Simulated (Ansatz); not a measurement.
C2H4N2O, SMILES NC1(O)C=N1, a geometry optimisation

Computed with the Python package of Ansatz (0.2.0).

Script `run_opt.py`:
```python
"""Geometry optimisation of C2H4N2O."""

import itertools

import ansatz
from ase.data import atomic_numbers, covalent_radii
import numpy as np

system = (
    ansatz.Crystal.molecule()
    .atom("N", [-0.0441, -0.151, -1.3509])
    .atom("C", [0.1076, -0.1802, 0.0471])
    .atom("O", [1.3987, -0.069, 0.5102])
    .atom("C", [-0.882, -0.4956, 0.9146])
    .atom("N", [-0.8282, 0.7199, 0.7632])
    .atom("H", [0.8146, 0.033, -1.8076])
    .atom("H", [-0.5783, 0.7572, -1.5459])
    .atom("H", [1.5151, 0.7299, 1.0929])
    .atom("H", [-1.4149, -1.3905, 1.3593])
)

calc = (
    system.calculation()
    .basis(gaussian="cc-pVDZ")  # atom-centred Gaussian functions
    .functional("r2scan")
)
symbols = [site.symbol for site in system.cartesian_sites]
start = np.array([site.position_ang for site in system.cartesian_sites], dtype=float)
def progress(event):
    if event["event"] == "relax_step":
        row = event["data"]
        print(f"step {row['step']:3d}  E = {row['lagrangian_ev']:.6f} eV  largest force component {row['allowed_force_max_ev_ang']:.4f} eV/A")


rep = calc.relax(force_tolerance=0.01, max_steps=100).session().plan().execute(on_event=progress).report
end = np.array(rep["positions_ang"])

print(f"E = {rep['free_energy_ev']:.6f} eV = {rep['free_energy_ev'] / 27.211386246:.7f} Ha")
print("converged:", rep["converged"], " doubts:", rep["published_state_doubts"] or "none")

# pairs closer than 1.2 times the sum of covalent radii, before or after
radius = [covalent_radii[atomic_numbers[s]] for s in symbols]
span = lambda where, i, j: np.linalg.norm(where[i] - where[j])
bonded = [(i, j) for i, j in itertools.combinations(range(len(symbols)), 2) if min(span(start, i, j), span(end, i, j)) < 1.2 * (radius[i] + radius[j])]
print("pair        before    after (A)")
for i, j in bonded:
    print(f"{symbols[i]}{i}-{symbols[j]}{j}".ljust(10), f"{span(start, i, j):8.4f} {span(end, i, j):8.4f}")
with open("c2h4n2o_opt.xyz", "w") as handle:
    handle.write(f"{len(symbols)}\nrelaxed C2H4N2O\n")
    handle.writelines(f"{s:2s} {x:11.6f} {y:11.6f} {z:11.6f}\n" for s, (x, y, z) in zip(symbols, end))
```

```console
$ python run_opt.py
step   1  E = -7159.674766 eV  largest force component 6.4070 eV/A
step   2  E = -7160.207164 eV  largest force component 2.3598 eV/A
step   3  E = -7160.312491 eV  largest force component 0.3501 eV/A
step   4  E = -7160.342284 eV  largest force component 0.5104 eV/A
step   5  E = -7160.357506 eV  largest force component 0.2036 eV/A
step   6  E = -7160.398942 eV  largest force component 0.3717 eV/A
step   7  E = -7160.420091 eV  largest force component 0.5014 eV/A
step   8  E = -7160.434102 eV  largest force component 0.1881 eV/A
step   9  E = -7160.441193 eV  largest force component 0.1079 eV/A
step  10  E = -7160.441828 eV  largest force component 0.0924 eV/A
step  11  E = -7160.441941 eV  largest force component 0.1442 eV/A
step  12  E = -7160.442535 eV  largest force component 0.0435 eV/A
step  13  E = -7160.442665 eV  largest force component 0.0073 eV/A
E = -7160.442673 eV = -263.1414147 Ha
converged: True  doubts: none
pair        before    after (A)
N0-C1        1.4065   1.4160
N0-H5        0.9898   1.0233
N0-H6        1.0716   1.0191
C1-O2        1.3761   1.3883
C1-C3        1.3533   1.4366
C1-N4        1.4828   1.5254
O2-H7        0.9957   0.9688
C3-N4        1.2261   1.2855
C3-H8        1.1325   1.1002
```

File `c2h4n2o_opt.xyz` afterwards:
```text
9
relaxed C2H4N2O
N     0.130668   -0.123929   -1.393305
C     0.184074   -0.031868    0.018674
O     1.516966   -0.000475    0.405850
C    -0.879471   -0.458057    0.885281
N    -0.795641    0.822824    0.816524
H     0.742052    0.594096   -1.790439
H    -0.817873    0.067794   -1.712777
H     1.527310    0.262639    1.338138
H    -1.519586   -1.179323    1.414954
```

Caveats:
- Total energies depend on the basis set; only differences at equal settings carry meaning.
- The end point is the stationary point reached from this start; no frequency run checks that it is a minimum, and the basis set is modest.
- The whole script took 58 s on 1 thread of Arm Neoverse V2 (shared host), peak memory 0.26 GiB.
